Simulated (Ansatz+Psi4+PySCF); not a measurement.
A calculation with Psi4 1.11.

```
molecule {
1 2
N 0.564990 0.000000 -3.000000
N -0.564990 0.000000 -3.000000
N -0.564990 0.000000 3.000000
N 0.594990 0.000000 3.000000
}

set basis cc-pVTZ
set reference uhf
set scf_type pk
energy('scf')
```

The input is written out from the run's settings.

Output:

```yaml
Converged: yes
Total_energy: -217.36926 hartree
Spin_squared_of_the_determinant: 0.771
Occupied_orbitals_by_symmetry_in_an_Abelian_subgroup_alpha;_beta: 12 Ap 2 App; 11 Ap 2 App
```

This is not the lowest solution: another run reaches a determinant 0.82 eV lower.
